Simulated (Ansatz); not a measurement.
## How far each method lies from UCCSDT(Q) for [CH3···H···Br], doublet

Geometry: a point of a hydrogen-transfer path between rigid fragments, not a stationary point.

```xyz
6

C    -2.5126    0.0000    0.0000
H    -2.8758    1.0273    0.0000
H    -2.8758   -0.5137    0.8897
H    -2.8758   -0.5137   -0.8897
H    -1.4229    0.0000    0.0000
Br    0.5044    0.0000    0.0000
```

Basis cc-pVDZ; Ansatz 0.2.0. Correlated methods freeze the noble-gas cores and the filled d shells of p-block atoms, which leaves 15 electrons in 46 orbitals. Prefix R: restricted or restricted open-shell reference; prefix U: unrestricted. Active spaces: pair = (3e, 3o) about the gap; valence = (15e, 12o) chosen from the atoms' valence shells. No spin–orbit coupling is included, and no scalar relativity.

Full CI isn't at hand for all of this; UCCSDT(Q) serves as the reference, and is uncertain by about the last step of the cluster series. The frozen core follows each run's orbitals, which can shift R against U totals by a few meV for light atoms and by up to 0.1 eV past Ca.

- UHF ⟨S²⟩: 0.761
- T1 diagnostic (RCCSD): 0.0131
- largest doubles amplitude (RCCSD): 0.037
- T1 diagnostic (UCCSD): 0.0084

```tsv
level	E − E(RHF) (eV)
UHF	-0.1193
UMP2	-7.2513
UCCSD	-8.2436
UCCSD(T)	-8.3922
```

Problem. Estimate how far UCCSDT(Q) in cc-pVDZ lies from UCCSD(T). The table doesn't fix it; the size of (T) and the diagnostics are the guide.

Solution. UCCSDT(Q) in cc-pVDZ lies 2.5 kJ/mol below UCCSD(T), which is 17 % of the (T) step (-14.3 kJ/mol). The diagnostics are small and one determinant leads, so the series closes fast and only a small part of (T) is left.

The other levels:

```
 level  E − E(UCCSDT(Q)) (kJ/mol)  share of correlation (%)  wall time
UCCSDT                        0.9                     99.89          –
```

The correlation energy at UCCSDT(Q), counted from RHF, is -8.418 eV. That run took 5.5 s on 2 threads of AMD EPYC 7R13 with a shared H100 80 GB, shared host.

Run but not shown, since their state or frozen core can't be matched to the reference's or they repeat it: RHF, RMP2, CISD, RCCSD, RCCSD(T), BCCD(T), RCCSDT, RCCSDT(Q), CASSCF (pair space), MRCISD (pair space), MRCISD+Q (pair space), CASSCF (valence space), NEVPT2 (valence space), MRCISD (valence space), MRCISD+Q (valence space).

Times hold each run's SCF and search for its determinant on a shared host, so for small cases they say little of a method's own cost; they ran on 1 thread of AMD EPYC 7R13.

Natural occupations of CASSCF (valence space) about the gap: 1.984 1.978 1.978 1.978 1.001 0.021 0.021 0.020 0.020; effectively unpaired electrons, Σ n²(2−n)², 1.01.
